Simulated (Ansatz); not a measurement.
Input for Ansatz (development build ahead of 0.2.0):

```yaml
crystal:
  periodic: [false, false, false]
  atoms:
    - { symbol: C, position_ang: [0.00051, 0.00038, -0.60504] }
    - { symbol: C, position_ang: [-0.00056, 0.00082, 0.60435] }
    - { symbol: H, position_ang: [0.00031, 0.00093, -1.67903] }
    - { symbol: H, position_ang: [0.00017, 0.00098, 1.67935] }
basis:
  gaussian: { orbitals: def2-SVP }
magnetization:
  spin_polarized: true
  initial_magnetization: 2
hamiltonian:
  xc: hf
correlation:
  method: mp2
  frozen_orbitals: { C: 1, H: 0 }
output:
  forces: true
```

The input is written out in the form of the current development build from the run's settings.

The run gave:

```
Converged                       : yes
Reference energy                : -76.58473 hartree
Correlation energy              : -0.20168 hartree
Total energy                    : -76.78640 hartree
Spin squared of the determinant : 2.018
Stability test                  : minimum
```

Forces (eV/Å):
```csv
atom,Fx,Fy,Fz
C1,0.030,-0.010,-13.090
C2,-0.031,0.013,13.132
H3,-0.006,0.001,0.232
H4,0.007,-0.004,-0.274
```

Caution: another spin multiplicity may lie lower.
